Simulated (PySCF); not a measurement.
**GaH⁻, quartet in aug-cc-pVDZ: errors against full CI**

Geometry: a point of a stretch scan, not a stationary point.

| atom | x (Å) | y (Å) | z (Å) |
| --- | --- | --- | --- |
| Ga | 0.0000 | 0.0000 | 0.0000 |
| H | 0.0000 | 0.0000 | 2.9130 |

Basis aug-cc-pVDZ; PySCF 2.14.0. Correlated methods freeze the noble-gas cores and the filled d shells of p-block atoms, which leaves 5 electrons in 31 orbitals. R marks a restricted (for open shells ROHF) determinant, U an unrestricted one. No spin–orbit coupling is included, and no scalar relativity.

Full CI is exact within this basis and frozen core; it isn't the basis-set limit. The frozen core follows each run's orbitals, which can shift R against U totals by a few meV for light atoms and by up to 0.1 eV past Ca.

The UHF ⟨S²⟩ is 3.768 and the T1 diagnostic (ROHF- or RHF-based CCSD) is 0.0292. The largest doubles amplitude (ROHF- or RHF-based CCSD) is 0.081.

| level | E − E(full CI) (kcal/mol) | share of correlation (%) | wall time |
| --- | --- | --- | --- |
| RHF | 39.76 | 0.00 | – |
| RMP2 | 11.99 | 69.85 | – |
| RCCSD | 1.80 | 95.47 | – |
| RCCSD(T) | 0.58 | 98.54 | 0.95 s |
| RCCSDT | 0.07 | 99.82 | 17 s |

The correlation energy at full CI, counted from RHF, is -1.724 eV. The search over symmetries took 4.2 min on 1 thread of Intel Xeon, shared host; the state has 243,572 determinants.

Run but not shown, since their state, orbitals or frozen core can't be matched to the reference's or they repeat it: UHF, UMP2, UCCSD, UCCSD(T).

Times are those of the correlated step on a shared host, with one SCF added for the restricted CCSD run; they ran on 1 thread of Intel Xeon.

The full-CI state has the irrep A2 of C2v, in the program's axes (one component, if the state is degenerate).

Natural occupations of full CI about the gap: 1.895 1.001 0.970 0.970 0.045 0.025 0.025 0.012 0.012 0.011; effectively unpaired electrons, Σ n²(2−n)², 3.05.
